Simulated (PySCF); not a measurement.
## Identify the compound

An unknown has the formula C4H6N2. Its calculated NMR data are:

¹H NMR (600 MHz, computed): δ 7.46 (d, J = 2.3 Hz, 1H), 7.39 (d, J = 2.8 Hz, 1H), 6.46 (t, J = 2.5 Hz, 1H), 4.06 (s, 3H).

¹³C{¹H} NMR (computed): δ 141.0, 131.7, 112.8, 39.5.

- shielding tensors at PBE0/pcSseg-1 (GIAO)
- coordinates at the GFN2-xTB level
- J: B3LYP/pcJ-1 (spin–dipole term only in couplings to heteroatoms)
- run in PySCF
- relativity neglected, averaged over atoms made equivalent by symmetry, fast rotation or ring inversion, one conformer, gas phase

Shifts are taken against calculated references (same method and geometry level): ¹H, ¹³C against TMS.

Propose a structure and justify it.

Answers


1. Rings plus π bonds: 3 (1 ring in the answer).
2. 4 carbon signals for 4 carbons: no two carbons are equivalent.
3. Carbon types of the structure: 3 × CH, 1 × CH3, which accounts for all hydrogens.
4. δC 141.0, 131.7: aromatic CH next to a ring nitrogen.
5. δC 112.8: aromatic CH.
6. δC 39.5: methyl carbon bonded to N; deshielded by the electronegative neighbour.
7. δH 7.46, 7.39: hydrogen on an aromatic CH next to a ring nitrogen; it sits in the deshielding region of the aromatic ring current.
8. δH 6.46: hydrogen on an aromatic CH; aromatic region.
9. δH 4.06: hydrogen on a methyl carbon bonded to N; its carbon carries N, an electronegative neighbour.

Structure: `Cn1cccn1`.

The data come from this structure; uniqueness wasn't tested.

Multiplet labels drop couplings under 1 Hz and merge nearly equal ones. Unscaled 3J(H,H) at this level run about 10 % above measured values. Shifts are as computed. Against solution values, carbons near 30 ppm lie about +3 ppm off and those near 130 ppm about +5 ppm. Of 1211 compounds with measured shifts, 218 miss one by over three times the rms of a fit or turn the order of signals round; such compounds aren't used in these exercises.
